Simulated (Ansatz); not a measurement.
HCl, singlet: a single point away from equilibrium.

The input file, in.yaml:

```yaml
crystal:
  periodic: [false, false, false]
  atoms:
    - {symbol: Cl, position_ang: [0.579900, -0.180500, 0.285500]}
    - {symbol: H, position_ang: [-0.544900, 0.206300, -0.292600]}
basis:
  gaussian: {orbitals: def2-TZVPP}
hamiltonian: {xc: pbe, dispersion: d4}
output: {forces: true}
```

Command:

```bash
ansatz run in.yaml --threads 4 --pin off --events-out ev --progress --plain --max-ram 5222MiB
```

What Ansatz 0.2.0 printed:

```
Functional definition: PBE
  name "PBE"
  cite "Perdew, Burke & Ernzerhof, Phys. Rev. Lett. 77, 3865 (1996) doi:10.1103/PhysRevLett.77.3865"
  parent pbe
  parameter kappa = 0.804
  parameter beta = 0.06672455060314922
  exchange = pbe_x(kappa = kappa, mu = beta*pi^2/3)
  correlation = pbe_c(beta = beta)
353 factors; their error is unknown
mean field evaluation 1: about -12533.9924 eV, gradient 1.1e1 eV
mean field evaluation 2: about -12533.9625 eV, gradient 1.3e1 eV
mean field evaluation 4: about -12534.3019 eV, gradient 5.8e-1 eV
mean field evaluation 8: about -12534.2943 eV, gradient 2.3e-3 eV
mean field -12534.29428316 eV, -460.6268188562 hartree, gradient 1.5e-5 eV, S^2 0.000000; 0 other end points of the search recorded, 0 dependent functions left out
the calculation of the forces begins
reference -12534.29430437 eV, -460.6268196357 hartree; 9, 9 occupied and 47, 47 virtual orbitals, 353 factors
Total energy: -12534.30000594 eV, -460.6270291646 hartree
Atom 0 at     0.579900    -0.180500     0.285500 Å, force    -0.803220     0.276214    -0.412821 eV/Å
Atom 1 at    -0.544900     0.206300    -0.292600 Å, force     0.803220    -0.276214     0.412821 eV/Å
Dipole moment:    -0.214587     0.073793    -0.110289 e Å
```

The lines “mean field evaluation” count trial sets of orbitals through the whole run, from several starts and some on an approximate energy, so they need not fall steadily or lie above the final value.

Hardware: 4 CPU threads of an Arm Neoverse N1, shared host. Wall time about 0.3 s.
